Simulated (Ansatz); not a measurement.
# How the cohesive energy of chalcopyrite CuGaSe₂ moves with the method

No measured value is used here.

```
level (code)     value (eV/atom)  cell (Å³/atom)
---------------  ---------------  --------------
LDA (Ansatz)                4.22           20.78
PBE (Ansatz)                3.33           22.64
PBEsol (Ansatz)             3.75           21.47
r²SCAN (Ansatz)                ?           21.82
HSE06 (Ansatz)              3.27           22.16
```

### Question
Complete the blanks.

### Answer

- r²SCAN (Ansatz, a quantum-chemistry and plane-wave program), value (eV/atom): 3.52

Each level is taken at its own relaxed cell. Cutoffs and k meshes differ between the levels. Ansatz's density-functional and Hartree–Fock values are scalar-relativistic unless marked +SOC, with PAW data made under PBE.
